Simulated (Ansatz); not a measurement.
**AlF2+ (triplet): wave-function methods side by side, def2-TZVPP**

The task here is to estimate one member of a computed series from the others.

Program: Ansatz 0.2.0, Gaussian basis. Level of theory: def2-TZVPP, core rule «outside noble gas», up to 7 orbitals frozen. These are calculated values, not measurements.

The runs, in order: UHF; ROHF; CCSD(T) on UHF.

2 further runs of the same task are left out: 2 set aside as unsound or not needed.

## What is computed

The geometry is a PBE0/def2-TZVP stationary point (not a proven minimum) of the parent state, kept for this charge and spin.

3 atoms, charge 1, spin multiplicity 3.

Atoms are counted from 1 here; the program's logs count them from 0.

Bond lengths: Al1–F2 1.647 Å, Al1–F3 1.647 Å. Angles: F2–Al1–F3 119.7°.

As a file:

```csv
atom,x (Å),y (Å),z (Å)
Al1,0.0000,-0.4838,0.0000
F2,0.0000,0.3436,-1.4235
F3,0.0000,0.3436,1.4235
```

The first run:

Contents of in.yaml:

```yaml
crystal:
  periodic: [false, false, false]
  atoms:
    - {symbol: Al, position_ang: [0.000000, -0.483815, 0.000000]}
    - {symbol: F, position_ang: [0.000000, 0.343557, -1.423547]}
    - {symbol: F, position_ang: [0.000000, 0.343557, 1.423547]}
basis:
  gaussian: {orbitals: def2-TZVPP}
total_charge: 1
magnetization: {spin_polarized: true, initial_magnetization: 2}
hamiltonian: {xc: hf}
output: {orbitals: {seedname: orbitals}}
```

The run is started by

```
$ ansatz run in.yaml --threads 1 --pin off --events-out ev --progress --plain --max-ram 4096MiB --backend cpu
```

Steps of the session up to this table: UHF; ROHF; CCSD(T) on UHF.

One of the session's tables, all rows but one given; the rest of the session is left out.

```
  method  from UCCSD(T) (meV)
    ROHF             +14034.2
     UHF             +13890.7
    UMP2               +766.3
   UCCSD                    ?
UCCSD(T)                    0
```

Estimate the missing values for UCCSD.

The run gave: from UCCSD(T) (meV): +383.6. In the column «from UCCSD(T) (meV)» it lies between UCCSD(T) (0) and UMP2 (+766.3).
